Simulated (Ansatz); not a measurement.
# N2 (triplet): B97M-V, PBE0 over a scan of the distance N1–N2, 6-31G

How well do these functionals follow the top wave-function level for N2 (triplet) over a scan of the distance N1–N2?

Method: 6-31G, all electrons in the functionals; program: Ansatz 0.2.0, Gaussian basis.

To be run: B97M-V, PBE0, at 1.009 Å; 1.120 Å; 1.266 Å; 1.370 Å; 1.529 Å; 1.757 Å; 1.988 Å; 2.291 Å; 2.853 Å; 3.397 Å; 4.385 Å.

36 further runs of the same task are left out: 4 for a known fault of the program, 23 that didn't finish, 9 set aside as unsound or not needed.

## (1) The geometry

The geometry derives from a PBE0/def2-TZVP stationary point (not a proven minimum). One bond is set to the value named and the two fragments are kept rigid.

2 atoms, charge 0, spin multiplicity 3.

Atoms are counted from 1 here; the program's logs count them from 0.

Bond lengths: N1–N2 1.266 Å.

No dispersion term is added; B97M-V holds VV10 nonlocal correlation.

The geometry shown and the zero of energy belong to the point 1.266 Å. The yardstick, FCI, and other wave-function levels (R restricted, U unrestricted, valence and pair active spaces) come from earlier runs.

## (2) B97M-V, 1.009 Å

in.yaml

```yaml
crystal:
  periodic: [false, false, false]
  atoms:
    - {symbol: N, position_ang: [0.000000, 0.000000, 0.000000]}
    - {symbol: N, position_ang: [0.000000, 0.000000, 1.009000]}
basis:
  gaussian: {orbitals: 6-31G}
magnetization: {spin_polarized: true, initial_magnetization: 2}
hamiltonian: {xc: {name: B97M-V}}
```

Launch:

```
ansatz run in.yaml --threads 1 --pin off --events-out ev --progress --plain --max-ram 2393MiB
```

The runs that follow: B97M-V, 1.120 Å; B97M-V, 1.266 Å; B97M-V, 1.370 Å; B97M-V, 1.529 Å; B97M-V, 1.757 Å; B97M-V, 1.988 Å; B97M-V, 2.291 Å; B97M-V, 2.853 Å; B97M-V, 3.397 Å; B97M-V, 4.385 Å; PBE0, 1.009 Å; PBE0, 1.120 Å; PBE0, 1.266 Å; PBE0, 1.370 Å; PBE0, 1.529 Å; PBE0, 1.757 Å; PBE0, 1.988 Å; PBE0, 2.291 Å; PBE0, 2.853 Å; PBE0, 3.397 Å; PBE0, 4.385 Å.

**Question.** What will the summary of the whole plan be? Wanted: span of the FCI curve; largest miss, B97M-V; largest miss, PBE0.

**Answer**, as computed:

| quantity | value |
| --- | --- |
| span of the FCI curve | 5.141 eV |
| largest miss, B97M-V | +1.875 eV (4.385 Å) |
| largest miss, PBE0 | +1.680 eV (4.385 Å) |

Of the functionals, PBE0 keep the smallest largest miss at the points compared (at most 1.680 eV) and B97M-V strays most (1.875 eV, at 4.385 Å). B97M-V, PBE0 clearly break the spin symmetry at some points (⟨S²⟩ up to 2.01 above the pure value), so energy there is bought with a mixed spin. Functionals and the yardstick converge differently with the basis, so part of each miss in 6-31G is the basis.

Huber and Herzberg's tables give the ground state of this molecule as 1Σg+; the runs here treat another spin state.
